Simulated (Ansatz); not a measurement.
Born–Oppenheimer molecular dynamics of H6OSi (8 atoms, charge 0, multiplicity 1). It starts at the highest image of a converged band. Of that band: Neighbouring images differ by up to 1.6 eV, so the band resolves the path poorly. A vibrational analysis at the climbing image gives one clearly imaginary mode, 1211i cm⁻¹: a first-order saddle point.

Computed with RKS BLYP/def2-SVP in Ansatz.

- ensemble: NVE (velocity Verlet)
- time step: 0.5 fs
- steps asked: 200
- starting velocities drawn for: 100 K
- seed: 3323

First frame:

```xyz
8
Properties=species:S:1:pos:R:3
Si -0.203 0.070 -0.141
H -0.161 0.649 1.548
H 1.093 -0.636 0.142
H -0.055 1.465 -0.662
H -0.741 -0.713 -1.330
O -1.866 -0.322 0.778
H -2.154 -1.261 0.846
H -1.176 0.118 1.582
```

**Question.** How far do the bonds stretch over the last three quarters of this one trajectory? (Pairs bonded in most of those frames.)

**Answer.** 
| bond | mean (Å) | spread (Å) | shortest | longest |
| --- | --- | --- | --- | --- |
| Si1–H2 | 1.503 | 0.035 | 1.45 | 1.56 |
| Si1–H3 | 1.507 | 0.024 | 1.47 | 1.55 |
| Si1–H4 | 1.510 | 0.026 | 1.47 | 1.55 |
| Si1–H5 | 1.503 | 0.016 | 1.47 | 1.53 |
| O6–H7 | 0.982 | 0.018 | 0.95 | 1.01 |
| O6–H8 | 0.981 | 0.015 | 0.95 | 1.01 |

Mean temperature of the second half: 1865 K. The conserved energy stayed within 0.09 meV per atom of its start (net change 0.05 meV per atom), so the integration is sound. The kinetic energy rose, since the run started high on the potential surface and went downhill. It ends in pieces (H2O + H4Si), so much of that is their flight and rotation, not heat. A run of 0.1 ps of so small a system gives no equilibrium averages. The orbitals stay closed-shell, which can raise the energy where a bond breaks towards radicals; this wasn't checked here.

Run time: 4.2 min on 1 thread of Arm Neoverse V1, with other jobs on the host, peak memory 0.093 GiB.
